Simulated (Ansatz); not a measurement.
CH4⁺, doublet in 6-31G: errors against full CI

Geometry: displaced at random from a stationary point.

```xyz
5

C     0.0067   -0.0002    0.0103
H     0.3706    0.7336    0.7472
H    -0.3203   -0.7021    0.7048
H    -0.4111    0.7263   -0.7666
H     0.2805   -0.7549   -0.8084
```

Basis 6-31G; Ansatz 0.2.0. Correlated methods freeze the noble-gas cores, which leaves 7 electrons in 16 orbitals. Prefix R: restricted or restricted open-shell reference; prefix U: unrestricted. Active spaces: valence = (7e, 8o) chosen from the atoms' valence shells.

Full CI is exact within this basis and frozen core; it isn't the basis-set limit. The frozen core follows each run's orbitals, which can shift R against U totals by a few meV.

For open shells CISD and CISDTQ are restricted-active-space CI with the open shells as a complete middle space.

The UHF ⟨S²⟩ is 0.752, the T1 diagnostic (RCCSD) is 0.0083 and the largest doubles amplitude (RCCSD) is 0.043. The T1 diagnostic (UCCSD) is 0.0068.

```tsv
level	E − E(RHF) (eV)
UHF	-0.0234
RMP2	-2.2316
UMP2	-2.2292
RCCSD	-2.7558
UCCSD	-2.7564
RCCSD(T)	-2.7945
UCCSD(T)	-2.7947
```

(1) Estimate how far full CI in 6-31G lies from RCCSD(T). The table doesn't fix it; the size of (T) and the diagnostics are the guide.

(1) Full CI in 6-31G lies 1.2 kJ/mol below RCCSD(T), which is 31 % of the (T) step (-3.7 kJ/mol). The diagnostics give no warning, yet the rest is a sizeable part of (T).

The other levels:

```csv
level,E − E(full CI) (kJ/mol),share of correlation (%),wall time
CISD,12.5,95.37,0.21 s
BCCD(T),1.2,99.57,0.21 s
RCCSDT,0.3,99.90,–
UCCSDT,0.3,99.91,–
CISDTQ,0.2,99.92,1.1 s
RCCSDT(Q),0.0,99.99,0.66 s
UCCSDT(Q),0.0,100.00,0.6 s
RCCSDTQ,0.0,100.00,7.5 s
UCCSDTQ,0.0,100.00,8 s
CASSCF (valence space),71.8,73.49,–
NEVPT2 (valence space),16.3,93.99,1.5 s
MRCISD (valence space),1.4,99.49,–
MRCISD+Q (valence space),0.5,99.82,2.3 s
```

The correlation energy at full CI, counted from RHF, is -2.807 eV. That run took 4.2 s on 1 thread of Arm Neoverse V1, shared host over 1,019,200 determinants.

Times hold each run's SCF and search for its determinant on a shared host, so for small cases they say little of a method's own cost; they ran on 1 thread of Arm Neoverse V1.

The full-CI state has the irrep A of C1, in the program's axes.

Natural occupations of full CI about the gap: 1.979 1.966 1.964 0.995 0.026 0.020 0.018 0.016 0.005 0.004; effectively unpaired electrons, Σ n²(2−n)², 1.02.
